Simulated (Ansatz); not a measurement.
Start from `FC(S)S` and change one atom or group to get `FCS`.

Ansatz, PBE0-D4/def2-TZVP geometries, multiplicity 1. Each molecule was computed in one conformer, which needn't be the lowest.

| property | `FC(S)S` |
| --- | --- |
| LUMO energy (ωB97M-V/def2-TZVPP) / eV | 1.62 |
| HOMO energy (PBE0/def2-TZVPP) / eV | -7.42 |
| HOMO–LUMO gap (PBE0/def2-TZVPP) / eV | 7.09 |
| HOMO–LUMO gap (B3LYP/def2-TZVPP) / eV | 6.59 |
| size of the dipole moment (ωB97M-V/def2-TZVPP) / D | 2.26 |
| size of the dipole moment (PBE/def2-TZVPP) / D | 2.15 |

What does the change do to each property? (Estimate.)

Ansatz gave: 
```tsv
property	`FCS`	shift
LUMO energy (ωB97M-V/def2-TZVPP) / eV	2.04	0.42
HOMO energy (PBE0/def2-TZVPP) / eV	-7.57	-0.15
HOMO–LUMO gap (PBE0/def2-TZVPP) / eV	7.80	0.71
HOMO–LUMO gap (B3LYP/def2-TZVPP) / eV	7.24	0.65
size of the dipole moment (ωB97M-V/def2-TZVPP) / D	1.58	-0.68
size of the dipole moment (PBE/def2-TZVPP) / D	1.49	-0.66
```

With PBE0 the HOMO falls by 0.15 eV and the LUMO rises by 0.55 eV, so the gap widens by about 0.70 eV. PBE moves the HOMO by -0.14 eV and ωB97M-V by -0.19 eV. The zero-point energy changes by 2.8 kJ/mol with -3 modes. Dipoles are sizes alone; their direction can turn.

B3LYP here is the variant with VWN-RPA as its local correlation; programs differ in this.
